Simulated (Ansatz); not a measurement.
Take a crystal in which Ba has been replaced by Sr on all its sites, with the cell rescaled by a rough guess (in some cases also distorted within its space group) and nothing relaxed:

```
Rb Sr
1.0
     0.00000    4.96498    4.96498
     4.96498    0.00000    4.96498
     4.96498    4.96498    0.00000
Rb Sr
1 3
Direct
  0.00000 0.00000 0.00000
  0.25000 0.25000 0.25000
  0.75000 0.75000 0.75000
  0.50000 0.50000 0.50000
```

Level of theory: DFT PBEsol, scalar-relativistic, plane waves, PAW in Ansatz 0.2.0.

Cutoff 420 eV; k points 8×8×8 on the computed 4-atom cell (Γ-centred); Gaussian smearing, width 0.10 eV; no spin polarisation.

Question: Will this cell want to expand or contract, and how hard?

Answer: The pressure is -0.5 GPa (positive in compression), so the cell would contract.

Question: Is it a metal on this mesh?

Answer: Yes, a band crosses the Fermi level.

Question: What is its energy against the elements in their standard states?

Answer: +0.139 eV/atom at this unrelaxed geometry, with the elements in the same functional.